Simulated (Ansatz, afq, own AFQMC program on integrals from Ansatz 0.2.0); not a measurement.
**BH4⁺, triplet in cc-pVDZ, levels against full CI**

```yaml
atoms:
  - { symbol: B, position_ang: [0.0000, 0.0000, 0.0000] }
  - { symbol: H, position_ang: [0.4725, 0.4863, 1.0573] }
  - { symbol: H, position_ang: [-0.4858, -0.4709, 1.0582] }
  - { symbol: H, position_ang: [-0.4719, 0.4714, -1.0643] }
  - { symbol: H, position_ang: [0.4852, -0.4868, -1.0513] }
```

Basis cc-pVDZ. Only valence electrons are correlated. Integrals, coupled cluster, full CI and functionals: Ansatz 0.2.0; the random walks run on the same integrals in our own AFQMC program. The CISD trial takes its coefficients from CCSD amplitudes. Released means that phaseless walkers are propagated on without the constraint, phases kept. Free projection: walkers drawn from exp(T), propagated without any constraint. Its projection time is finite, and what remains of the start isn't in its error. Uncertainties: one standard error, sampling alone.

Determinant: UHF, the one that the program's search chose, which needn't be the lowest solution. The geometry is a PBE0/def2-TZVP stationary point of this or a neighbouring charge and spin state.

Full CI on the same integrals is exact in this basis and with this determinant's frozen core.

* T1 diagnostic: 0.0117
* weight of the determinant in the CISD state: 0.942
* ⟨S²⟩ of the determinant: 2.011
* size of the correlated space: 6 electrons in 33 orbitals

Reference: full CI, correlation energy -3.051 eV. The released energy is read at 2.40 1/Eh (meV from the phaseless value at times in 1/Eh: 3 ± 4 at 0.24, 4 ± 3 at 0.51, 4 ± 3 at 0.99, 1 ± 3 at 1.62, 1 ± 3 at 2.40).

```
         level  E − E(reference) (mEh)  share of correlation (%)
            HF                  112.13                      0.00
           MP2                   26.52                     76.35
          CCSD                    2.61                     97.67
       CCSD(T)                    0.58                     99.48
         CCSDT                    0.05                     99.96
      CCSDT(Q)                    0.01                     99.99
   ph-AFQMC/HF             0.66 ± 0.87                     99.41
 ph-AFQMC/CISD            -0.12 ± 0.15                    100.10
released AFQMC            -0.09 ± 0.13                    100.08
    free AFQMC            -0.17 ± 0.17                    100.15
```

CCSDT and higher add their correlation energy to the determinant of the CCSD(T) run, since their own runs factorise the integrals more tightly (a shift of under 2 meV). Free projections are given only where their last times agree within the noise and don't stop above the reference; a slow remainder of the start can still hide under it. A walk keeps the symmetry of its determinant, which the program's search chose and which needn't be the lowest solution, so a lower state of the same spin and another symmetry isn't excluded. Released energies are given only where the last usable release times agree within the noise; a slower fall can still hide under it.
